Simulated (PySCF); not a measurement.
Cyanoformamide, C₂H₂N₂O.
Bonds: N1–C2 (triple), C2–C3, C3–N4, C3–O5 (double). Hydrogens: H6, H7 on N4.

Torsions of this conformer, `[N:1]#[C:2][C:3]([NH2:4])=[O:5]`: H–N4–C3–C2 180°, H–N4–C3–C2 0°.

The closed-shell ground state was solved at several levels (PySCF, density fitting, gas phase, non-relativistic). Geometry: PBE0-D3(BJ)/def2-TZVP, one conformer, isolated molecule.

| level | basis functions | total energy (Eh) | HOMO (eV) | LUMO (eV) | gap (eV) | dipole (D) |
| --- | --- | --- | --- | --- | --- | --- |
| B97-2/pcSseg-2 | 208 | -262.1366 | -8.56 | -1.79 | 6.77 | 4.68 |
| wB97X-D/pcSseg-2 | 208 | -262.1410 | -10.80 | 0.11 | 10.91 | 4.70 |
| KT3/pcSseg-2 | 208 | -266.0851 | -7.34 | -2.66 | 4.68 | 4.57 |

Problem. What might PBE0/pcSseg-2 (208 basis functions) give for the same quantities?

Solution. Total energy -261.9371 Eh, HOMO -8.87 eV, LUMO -1.73 eV, gap 7.14 eV, dipole 4.69 D.

Problem. Over all these levels, which gives the widest orbital gap and which the narrowest?

Solution. wB97X-D/pcSseg-2 (range-separated hybrid) has the widest, 10.91 eV, and KT3/pcSseg-2 (GGA) the narrowest, 4.68 eV. From the narrowest to the widest the HOMO moves by -3.46 eV and the LUMO by +2.77 eV.

Problem. In the pcSseg-2 basis, how does the gap go with the fixed share of exact exchange?

Solution. KT3 (0 %) 4.68 eV; B97-2 (21 %) 6.77 eV; PBE0 (25 %) 7.14 eV. Each rise in the share widens the gap here.

Problem. How far do the dipole and the HOMO energy spread over the levels?

Solution. The dipole runs from 4.57 to 4.70 D (mean 4.66 D) and the HOMO from -10.80 to -7.34 eV.

wB97X-D is run here without its empirical dispersion term; that term would change no orbital, density or response property at a fixed geometry.
